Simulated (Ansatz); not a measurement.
`C=C(F)C(F)F` → `C=C(F)F` + `[CH]F`  (formal loss of a carbene)

Gas-phase electronic energies from Ansatz, PBE0-D4/def2-TZVP geometries. CCSD(T)/CBS is the MP2 limit (def2-TZVPP, def2-QZVPP) plus CCSD(T) − MP2 in def2-TZVPP, frozen cores. This one scheme is used for every species. Functionals use def2-TZVPP. One conformer a species, not always the lowest.

```json
{"level": "B2PLYP", "ΔE (eV)": "3.95"}
{"level": "PBE0", "ΔE (eV)": "4.12"}
{"level": "HF/def2-TZVPP", "ΔE (eV)": "3.55"}
{"level": "HF/def2-QZVPP", "ΔE (eV)": "3.54"}
```

Question: What does CCSD(T)/CBS give? (Estimate.)

Answer: Ansatz gave: +3.99 eV. The listed levels differ from it by -0.04, 0.13, -0.44, -0.45 eV.

Question: What do rigid-rotor, harmonic-oscillator terms from PBE0-D4/def2-TZVP frequencies (298.15 K, 1 bar) make of the CCSD(T)/CBS value? (An estimate is asked.)

Answer: The calculation gave: ΔZPE = -0.24 eV, ΔH = +3.81 eV, ΔS = 167 J/(mol·K), ΔG = +3.29 eV.

Largest T1 diagnostic among the species: 0.018.

In def2-TZVPP, CCSD(T) changes the Hartree–Fock value by +0.38 eV (the triples alone add +0.03 eV) and MP2 by +0.64 eV. From PBE to PBE0 (25 % exact exchange), in def2-TZVPP and without D4, ΔE moves by +0.11 eV.
